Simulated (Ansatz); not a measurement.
## Ansatz (development build ahead of 0.2.0) run

```yaml
crystal:
  periodic: [false, false, false]
  atoms:
    - { symbol: C, position_ang: [0.0, 0.03147, -0.69531] }
    - { symbol: "N", position_ang: [0.0, 0.07048, 0.75101] }
    - { symbol: H, position_ang: [0.0, -0.97757, -1.15992] }
    - { symbol: H, position_ang: [-0.88194, 0.56591, -1.08329] }
    - { symbol: H, position_ang: [0.88194, 0.56591, -1.08329] }
    - { symbol: H, position_ang: [-0.81272, -0.41819, 1.12063] }
    - { symbol: H, position_ang: [0.81272, -0.41819, 1.12063] }
basis:
  gaussian: { orbitals: def2-TZVP }
hamiltonian:
  xc: hf
correlation:
  method: mp2
  frozen_orbitals: { C: 1, H: 0, "N": 1 }
```

The input is written out in the form of the current development build from the run's settings.

Output:

```
Converged                       : yes
Reference energy                : -95.25331 hartree
Correlation energy              : -0.38963 hartree
Total energy                    : -95.64294 hartree
Spin squared of the determinant : 0.000
```
